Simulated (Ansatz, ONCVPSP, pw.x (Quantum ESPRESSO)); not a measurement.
## pw.x on fcc Ba: one setting changed

Potential: optimised norm-conserving Vanderbilt (ONCV), ONCVPSP 4.0.1, LDA (Perdew-Wang 92); core [Kr] 4d10, reference 5s2 5p6 6s1.5; waves: 5s+6s: rc 2.45 bohr, ncon 3, nbas 6, qcut 3.8 1/bohr, 2 projectors; 5p: rc 2.85 bohr, ncon 4, nbas 7, qcut 5 1/bohr, 1 projector; d scattering state at 0.04 Ha: rc 2.25 bohr, ncon 5, nbas 10, qcut 4.3 1/bohr, 1 projector; local part: polynomial inside 1.85 bohr (lpopt 5, dvloc0 1 Ha); core correction: none. In the d channel the program set the typed energies aside and used 0.050 Ha.

The reference run (k-mesh 10³, cutoffs 35/140 Ry, Fermi–Dirac 0.01 Ry, mixing_beta 0.4, conv_thr 1e-9, no spin) gives -0.03 GPa at 53.861 Å³/atom, where all-electron LAPW gives -0.00 GPa. This run, with its own iteration cap, changes mixing_ndim to 16.

```
&control
  calculation='scf', prefix='x', pseudo_dir='./', outdir='./tmp', tstress=.true., disk_io='none'
/
&system
  ibrav=0, nat=1, ntyp=1, ecutwfc=35, ecutrho=140, nbnd=12,
  occupations='smearing', smearing='fd', degauss=0.01
/
&electrons
  conv_thr=1e-09, mixing_beta=0.4, electron_maxstep=60, mixing_ndim=16
/
ATOMIC_SPECIES
Ba 1.0 Ba.UPF
CELL_PARAMETERS angstrom
  0.00000000 2.99742371 2.99742371
  2.99742371 0.00000000 2.99742371
  2.99742371 2.99742371 0.00000000
ATOMIC_POSITIONS crystal
Ba 0.0000 0.0000 0.0000
K_POINTS automatic
10 10 10 0 0 0
```

```bash
pw.x < Ba.scf.in > Ba.scf.out
```

Question: How does the run end?

Answer: It converges in 9 iterations; the free energy moves by +0.0 meV/atom and the pressure by +0.00 GPa. The result is that of the reference run.

```
Message from routine setup:
     using ibrav=0 with symmetry is DISCOURAGED, use correct ibrav instead
     lattice parameter (alat)  =       8.0105  a.u.
     unit-cell volume          =     363.4720 (a.u.)^3
     number of electrons       =        10.00
     number of Kohn-Sham states=           12
     kinetic-energy cutoff     =      35.0000  Ry
     charge density cutoff     =     140.0000  Ry
     scf convergence threshold =      1.0E-09
     Exchange-correlation= SLA  PW   NOGX NOGC
     number of k points=    47  Fermi-Dirac smearing, width (Ry)=  0.0100
     iteration #  1     ecut=    35.00 Ry     beta= 0.40
     total energy              =     -51.86436573 Ry
     estimated scf accuracy    <       0.09240293 Ry
     iteration #  2     ecut=    35.00 Ry     beta= 0.40
     total energy              =     -51.86626051 Ry
     estimated scf accuracy    <       0.00970456 Ry
     iteration #  3     ecut=    35.00 Ry     beta= 0.40
     total energy              =     -51.86842996 Ry
     estimated scf accuracy    <       0.00012377 Ry
     iteration #  4     ecut=    35.00 Ry     beta= 0.40
     total energy              =     -51.86843257 Ry
     estimated scf accuracy    <       0.00001350 Ry
     iteration #  5     ecut=    35.00 Ry     beta= 0.40
     total energy              =     -51.86843316 Ry
     estimated scf accuracy    <       0.00000038 Ry
     iteration #  6     ecut=    35.00 Ry     beta= 0.40
     total energy              =     -51.86843312 Ry
     estimated scf accuracy    <       0.00000040 Ry
     iteration #  7     ecut=    35.00 Ry     beta= 0.40
     total energy              =     -51.86843322 Ry
     estimated scf accuracy    <          4.8E-09 Ry
     iteration #  8     ecut=    35.00 Ry     beta= 0.40
     total energy              =     -51.86843322 Ry
     estimated scf accuracy    <          2.3E-09 Ry
     iteration #  9     ecut=    35.00 Ry     beta= 0.40
     the Fermi energy is     6.7520 ev
!    total energy              =     -51.86843322 Ry
     estimated scf accuracy    <          1.2E-11 Ry
     smearing contrib. (-TS)   =      -0.00737400 Ry
     The total energy is F=E-TS. E is the sum of the following terms:
     one-electron contribution =     -12.32734664 Ry
     hartree contribution      =       8.20950878 Ry
     xc contribution           =      -7.27172377 Ry
     ewald contribution        =     -40.47149759 Ry
     convergence has been achieved in   9 iterations
          total   stress  (Ry/bohr**3)                   (kbar)     P=       -0.35
     Message from routine punch:
     Nothing written, as per user request (disk_io='none')
```

The run took about 6.2 s on one core of a shared server CPU.
